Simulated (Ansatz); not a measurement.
# BH4OSi: the cost of one run

Program: Ansatz 0.2.0. Level of theory: UKS PBE-D4/def2-SVP. These are calculated values, not measurements.

### Step 1. The starting structure

Bond lengths: O1–B2 1.227 Å, B2–Si3 2.156 Å, B2–H4 1.173 Å, Si3–H5 1.465 Å, Si3–H6 1.460 Å, Si3–H7 1.460 Å. Angles: O1–B2–Si3 108.9°, O1–B2–H4 140.1°, Si3–B2–H4 111.0°, B2–Si3–H5 110.6°, B2–Si3–H6 106.9°, B2–Si3–H7 106.6°, H5–Si3–H6 110.4°, H5–Si3–H7 110.4°, H6–Si3–H7 111.7°.

Coordinates:

```xyz
7

O    -1.6584   -1.0818    0.5530
B    -0.4877   -1.1976    0.2039
Si    0.3365    0.7651   -0.1358
H     0.3116   -2.0310   -0.0030
H     1.7478    0.6717   -0.5188
H     0.1954    1.5073    1.1137
H    -0.4451    1.3663   -1.2131
```

### Step 2. Relaxing the start

Contents of input.yaml:

```yaml
crystal:
  periodic: [false, false, false]
  atoms:
    - { symbol: O, position_ang: [-1.65842, -1.08178, 0.55302] }
    - { symbol: B, position_ang: [-0.48769, -1.19759, 0.20393] }
    - { symbol: Si, position_ang: [0.33647, 0.76507, -0.13578] }
    - { symbol: H, position_ang: [0.3116, -2.031, -0.003] }
    - { symbol: H, position_ang: [1.74779, 0.6717, -0.51883] }
    - { symbol: H, position_ang: [0.19538, 1.50726, 1.11372] }
    - { symbol: H, position_ang: [-0.44513, 1.36635, -1.21306] }
magnetization:
  spin_polarized: true
  initial_magnetization: 1
basis:
  gaussian: { orbitals: def2-SVP }
hamiltonian:
  xc: pbe
  dispersion: d4
relax:
  f_tol: 0.02
  max_steps: 40
output:
  orbitals: {}
```

Started as:

```console
> ansatz run input.yaml --threads 1 --pin off --max-ram 2048MiB --backend cpu --events-out ev --progress --plain --runs-dir out
```

**Question.** How long does this run take on 1 thread of Arm Neoverse V1, shared host, and how much memory does it need?

About 58 s, with a peak of 0.14 GiB.
